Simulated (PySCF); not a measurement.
# Dipole moment and polarisability of `C/C=C(\C)CF`

Species: C₅H₉F.
Structure used (PBE0-D3(BJ)/def2-SVP), in Å, numbered top down from 1:
```xyz
15
C5H9F angstrom
C      2.027    0.420    0.429
C      0.656    0.795   -0.022
C     -0.423    0.006   -0.115
C     -0.485   -1.452    0.226
C     -1.730    0.568   -0.593
F     -1.671    1.909   -0.852
H      2.115   -0.634    0.725
H      2.338    1.037    1.288
H      2.766    0.608   -0.369
H      0.514    1.842   -0.311
H      0.492   -1.856    0.519
H     -1.187   -1.635    1.057
H     -0.849   -2.045   -0.630
H     -2.048    0.047   -1.517
H     -2.517    0.390    0.165
```

Level: CAM-B3LYP/def2-SVPD (PySCF), static field, nuclei fixed, core orbitals frozen in the response. The polarisability tensor in these axes (au):

```
x   77.15  8.00  5.19
y    8.00 64.74 -1.50
z    5.19 -1.50 51.66
```

Task: What are the eigenvalues, a third of the trace, and Δα (Δα² = ½Σ(αi − αj)² over the three pairs)?

Result: Principal values 49.93, 62.00 and 81.61 au; mean 64.52 au = 9.56 Å³ = 10.64 × 10⁻⁴⁰ C²·m²/J; Δα = 27.70 au (43 % of the mean).

Task: What is the dipole moment, and where does it point?

Result: (0.25, -1.87, 0.46) D, 1.94 D in size, pointing from the negative to the positive side. Measured along this direction, the outermost atoms are F6 at the negative end and H11 at the positive end.

Task: Directions of the eigenvectors, and the extent of the frame along each?

Result: Largest value along (0.90, 0.41, 0.14), where the nuclei span 4.79 Å; middle along (-0.36, 0.88, -0.31), 4.52 Å; least along (-0.25, 0.23, 0.94), 1.83 Å. The response follows the extents in order.

Task: Molar refractivity from α?

Result: Lorentz–Lorenz: R = (4π/3)N_A α = 2.5225 cm³/(mol·Å³) × 9.56 Å³ = 24.1 cm³/mol, in the limit of long wavelengths.

Task: How large is μ²/3kT at 273 K beside α?

Result: In Gaussian units μ²/3kT = 33.29 Å³ against 9.56 Å³, a ratio of 3.48; the Debye molar polarisation (4π/3)N_A(α + μ²/3kT) is 108.1 cm³/mol, leaving out the vibrational part.

Task: Find the Langevin capture rate constant for O2+ (31.990 u) meeting this molecule (88.069 u), k = 2.342 × 10⁻⁹ cm³/s × √(α in Å³ / reduced mass in u).

Result: The reduced mass is 23.47 u, so k = 1.49 × 10⁻⁹ cm³/s. The formula leaves out the permanent dipole, which adds to the capture rate.

Geometry: PBE0-D3(BJ)/def2-SVP, one conformer, isolated molecule.

The run behind these numbers computed excited states and ΔSCF ions as well. The run took 51 s of wall time on an Arm Neoverse V1 with one thread, no GPU, shared host, and the process peaked at 1.0 GiB of memory.
